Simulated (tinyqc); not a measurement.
Born-Oppenheimer dynamics on the UHF/sto-3g surface (energies and gradients from PySCF), for H2O, spin multiplicity 3, step by step. Computed by tinyqc, a small Python program that keeps every step (integrals from PySCF). Settings: charge = 0, multiplicity = 3, basis = sto-3g, time step (fs) = 0.5, steps = 16. Command: `OMP_NUM_THREADS=1 python tinyqc.py 25001 25002 out.jsonl` (the two numbers bound the seeds that draw the settings). One thread of a shared host (Intel(R) Xeon(R) Processor @ 2.60GHz), about 1 s of CPU time with the checks.

positions (bohr), order 1O, 2H, 3H:
```
[[0.047243, 0.001890, -0.011338],
 [-0.113384, 1.349264, 1.235881],
 [-0.049133, -1.190527, 1.271786]]
```

The total energy should stay constant up to terms of order dt^2; the step counts as short enough if it moves by less than 2 % of the largest kinetic energy.

Trajectory:
```
time (fs)  1O-2H (angstrom)  potential (hartree)  kinetic (hartree)  total (hartree)
0.000000           0.975292         -74.56563277         0.00014197     -74.56549080
0.500000           1.008749         -74.59866220         0.03169252     -74.56696967
1.000000           1.100214         -74.67119518         0.10126087     -74.56993431
1.500000           1.234905         -74.73960786         0.16870515     -74.57090272
2.000000           1.395380         -74.78253225         0.21234843     -74.57018381
2.500000           1.569316         -74.80356374         0.23427166     -74.56929208
3.000000           1.749885         -74.81233844         0.24362295     -74.56871549
3.500000           1.933665         -74.81595328         0.24754021     -74.56841306
4.000000           2.118993         -74.81830775         0.25003146     -74.56827629
4.500000           2.305056         -74.82114392         0.25290354     -74.56824038
5.000000           2.491464         -74.82480603         0.25652826     -74.56827777
5.500000           2.678032         -74.82860531         0.26023607     -74.56836924
6.000000           2.864677         -74.83113069         0.26265513     -74.56847556
6.500000           3.051361         -74.83089547         0.26237659     -74.56851888
7.000000           3.238061         -74.82752248         0.25910926     -74.56841322
7.500000           3.424766         -74.82288660         0.25470228     -74.56818433
8.000000           3.611467         -74.82049806         0.25245415     -74.56804390
```

Is the time step short enough?

No. The total energy moves within 5.4e-03 hartree; that is over 2 % of the largest kinetic energy, so the time step is too long.
